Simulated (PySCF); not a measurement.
Compound: C2HF2O (charge +1).
Bonds: O1–C2 (triple), C2–C3, C3–F4, C3–F5. Hydrogens: H6 on C3.

The computed photoelectron lines, unassigned: C 1s: 305.00 (area 1), 305.53 (area 1) eV; O 1s: 550.80 eV; F 1s: 701.35 eV.

Theory: delta-SCF UKS SCAN, pcX-2 on the ionised atom, pcseg-1 elsewhere, spin-free X2C (PySCF 2.14.0). Geometry: PBE0-D3(BJ)/def2-SVP; no solvent, vibrations or thermal averaging.

(1) Which carbon gives which C 1s line?

## Answers

(1) 305.00 eV: C2 (triply bonded carbon); 305.53 eV: C3 (CHF2 carbon). Lowest listed C 1s: C2, bonded to O (triple bond) and C. Highest, 0.53 eV above it: C3, bonded to 2 F, C and H.

Bonded neighbours of each site: O1: C (triple bond); C2: O (triple bond) and C; C3: 2 F, C and H; F4/F5: C.

Q: Express the binding energy of C 1s of C3 in atomic units and per mole.

A: 305.53 eV = 11.2280 Eh = 29479 kJ/mol.

Atoms equivalent by their bonding share one computed value, that of the first of them. The species carries charge +1, so core ionisation leaves charge +2.
